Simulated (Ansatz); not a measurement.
Molecule: sum formula HOCl (charge 0, singlet). 
Structure (B3LYP-D3(BJ)/def2-TZVP (Ansatz, a program for electronic structure) minimum search):
```
O
H 1 0.9686
Cl 1 1.7015 2 103.27
```
Charge 0, spin multiplicity 1.

Basis-set convergence of Hartree-Fock and CCSD(T) correlation energies (hartree) with Ansatz. Correlated levels leave the core frozen unless marked. Spin-orbit coupling is left out. No relativistic terms.

| basis | functions | E(HF) | E(corr, CCSD(T)) |
|---|---|---|---|
| aug-cc-pV(D+d)Z | 64 | -534.88961 | -0.39210 |
| aug-cc-pV(T+d)Z | 124 | -534.92320 | -0.48881 |
| aug-cc-pV(Q+d)Z | 215 | -534.93172 | -0.52029 |

Extrapolating the two largest sets (X = 3 and 4) as X^-3: E(corr) = (64·(-0.52029) - 27·(-0.48881))/37 = -0.5433 Eh, an estimate of the basis-set limit. The largest set recovers 95.8 % of it, the smallest 72.2 %.
